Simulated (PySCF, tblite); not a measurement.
Compound: C₄H₈ClF.
SMILES with atom numbers: `[CH3:1][C@H:2]([F:3])[CH2:4][CH2:5][Cl:6]` (hydrogens: H7, H8, H9 on C1; H10 on C2; H11, H12 on C4; H13, H14 on C5)

Computed with GFN2-xTB (tblite), gas phase: nudged elastic band of 9 images (0 to 8), spring 0.2 eV/Å², climbing image at the end, force threshold 0.05 eV/Å. The top image wasn't refined or checked by frequencies; at this threshold it can lie a kcal/mol or more above the true saddle point of the method.

Path: rotation about C2–C4 (sp3 C–F carbon, chain CH2 carbon), followed by the dihedral F3–C2–C4–C5.

Image 0 (start, dihedral 66°):
```
atom  x, y, z in Å
C1     -1.951   -0.018    0.180
C2     -0.574   -0.192   -0.439
F3     -0.448   -1.500   -0.882
C4      0.557    0.086    0.550
C5      1.924    0.048   -0.114
Cl6     2.129    1.437   -1.220
H7     -2.048   -0.647    1.062
H8     -2.716   -0.306   -0.536
H9     -2.103    1.020    0.460
H10    -0.465    0.434   -1.334
H11     0.393    1.059    1.012
H12     0.533   -0.680    1.329
H13     2.724    0.116    0.622
H14     2.043   -0.855   -0.713
```

Image 8 (end, +0.045 eV, dihedral 146°):
```
atom  x, y, z in Å
C1     -1.702    0.351   -0.089
C2     -0.595   -0.672   -0.276
F3     -1.091   -1.921    0.074
C4      0.650   -0.408    0.579
C5      1.724    0.399   -0.130
Cl6     1.209    2.080   -0.444
H7     -2.014    0.370    0.952
H8     -2.559    0.086   -0.704
H9     -1.348    1.336   -0.375
H10    -0.319   -0.761   -1.336
H11     0.362    0.085    1.509
H12     1.087   -1.378    0.832
H13     2.621    0.467    0.485
H14     1.974   -0.035   -1.098
```

Task: What do the inner images look like?

Result: 
Image 1: +0.010 eV, dihedral 77°
```
atom  x, y, z in Å
C1     -1.937    0.041    0.160
C2     -0.573   -0.274   -0.431
F3     -0.530   -1.619   -0.769
C4      0.564    0.007    0.553
C5      1.921    0.095   -0.125
Cl6     2.016    1.569   -1.129
H7     -2.084   -0.513    1.085
H8     -2.720   -0.236   -0.541
H9     -2.006    1.105    0.362
H10    -0.418    0.270   -1.372
H11     0.356    0.941    1.074
H12     0.590   -0.801    1.287
H13     2.723    0.169    0.610
H14     2.096   -0.754   -0.785
```

Image 2: +0.028 eV, dihedral 87°
```
atom  x, y, z in Å
C1     -1.919    0.094    0.134
C2     -0.571   -0.343   -0.414
F3     -0.607   -1.708   -0.661
C4      0.574   -0.061    0.563
C5      1.910    0.138   -0.134
Cl6     1.901    1.675   -1.048
H7     -2.108   -0.382    1.093
H8     -2.711   -0.183   -0.557
H9     -1.923    1.173    0.258
H10    -0.378    0.123   -1.389
H11     0.336    0.828    1.147
H12     0.657   -0.909    1.246
H13     2.723    0.212    0.588
H14     2.115   -0.657   -0.849
```

Image 3: +0.047 eV, dihedral 96°
```
atom  x, y, z in Å
C1     -1.894    0.145    0.104
C2     -0.571   -0.408   -0.396
F3     -0.688   -1.782   -0.550
C4      0.586   -0.126    0.572
C5      1.892    0.182   -0.140
Cl6     1.781    1.768   -0.960
H7     -2.119   -0.252    1.091
H8     -2.696   -0.131   -0.576
H9     -1.832    1.228    0.154
H10    -0.346   -0.024   -1.399
H11     0.322    0.711    1.218
H12     0.727   -1.008    1.200
H13     2.718    0.256    0.566
H14     2.121   -0.557   -0.906
```

Image 4: +0.061 eV, dihedral 106°
```
atom  x, y, z in Å
C1     -1.863    0.194    0.070
C2     -0.572   -0.470   -0.376
F3     -0.772   -1.843   -0.435
C4      0.598   -0.189    0.579
C5      1.867    0.227   -0.143
Cl6     1.656    1.849   -0.867
H7     -2.117   -0.122    1.080
H8     -2.676   -0.079   -0.597
H9     -1.734    1.272    0.048
H10    -0.321   -0.174   -1.402
H11     0.314    0.592    1.285
H12     0.800   -1.100    1.148
H13     2.707    0.300    0.546
H14     2.113   -0.455   -0.957
```

Image 5 (top): +0.066 eV, dihedral 116°
```
atom  x, y, z in Å
C1     -1.824    0.239    0.034
C2     -0.574   -0.530   -0.354
F3     -0.857   -1.888   -0.317
C4      0.610   -0.250    0.584
C5      1.835    0.271   -0.144
Cl6     1.528    1.920   -0.766
H7     -2.101    0.007    1.060
H8     -2.650   -0.029   -0.620
H9     -1.631    1.304   -0.059
H10    -0.304   -0.325   -1.398
H11     0.312    0.469    1.348
H12     0.874   -1.183    1.087
H13     2.691    0.344    0.526
H14     2.090   -0.349   -1.003
```

Image 6: +0.061 eV, dihedral 127°
```
atom  x, y, z in Å
C1     -1.780    0.282   -0.006
C2     -0.578   -0.585   -0.331
F3     -0.940   -1.918   -0.194
C4      0.622   -0.309    0.587
C5      1.797    0.316   -0.143
Cl6     1.402    1.982   -0.657
H7     -2.071    0.137    1.032
H8     -2.620    0.018   -0.644
H9     -1.524    1.325   -0.169
H10    -0.294   -0.476   -1.386
H11     0.316    0.343    1.407
H12     0.947   -1.258    1.019
H13     2.669    0.386    0.506
H14     2.054   -0.241   -1.044
```

Image 7: +0.053 eV, dihedral 137°
```
atom  x, y, z in Å
C1     -1.732    0.319   -0.048
C2     -0.583   -0.637   -0.307
F3     -1.020   -1.933   -0.069
C4      0.634   -0.363    0.588
C5      1.754    0.358   -0.138
Cl6     1.285    2.036   -0.537
H7     -2.029    0.266    0.997
H8     -2.587    0.059   -0.667
H9     -1.418    1.331   -0.283
H10    -0.294   -0.625   -1.367
H11     0.327    0.218    1.459
H12     1.017   -1.323    0.944
H13     2.644    0.425    0.486
H14     2.002   -0.132   -1.080
```

The largest changes of bonds and angles from start to top: C2–C4 1.528 → 1.537 Å, C4–C5 1.520 → 1.518 Å, H11–C4–H12 108.7 → 107.8°, C2–C4–C5 112.2 → 113.0°, C4–C5–H14 111.0 → 111.8°. GFN2-xTB torsional profiles can miss by a kcal/mol or more and can put conformers in the wrong order.

Task: What do single points at PBE0/pcSseg-1 (PySCF, no dispersion term) give on some images?

Result: 
| image | GFN2-xTB E (eV) | DFT E (eV) | HOMO (eV) | LUMO (eV) | dipole (D) |
| --- | --- | --- | --- | --- | --- |
| 0 | 0.000 | 0.000 | -8.43 | 0.96 | 2.08 |
| 2 | 0.028 | 0.070 | -8.49 | 0.87 | 1.54 |
| 5 | 0.066 | 0.146 | -8.57 | 0.80 | 1.01 |
| 6 | 0.061 | 0.143 | -8.58 | 0.79 | 0.97 |
| 8 | 0.045 | 0.118 | -8.56 | 0.79 | 1.14 |

Energies count from image 0 at each level. At the GFN2-xTB top the DFT energy is 3.4 kcal/mol against 1.5; the geometries weren't optimised at the DFT level.

The cost below is that of the whole band run. On AMD EPYC 9R45, one thread, on a shared host, this took 1.4 s wall and 0.19 GiB of memory at its peak.
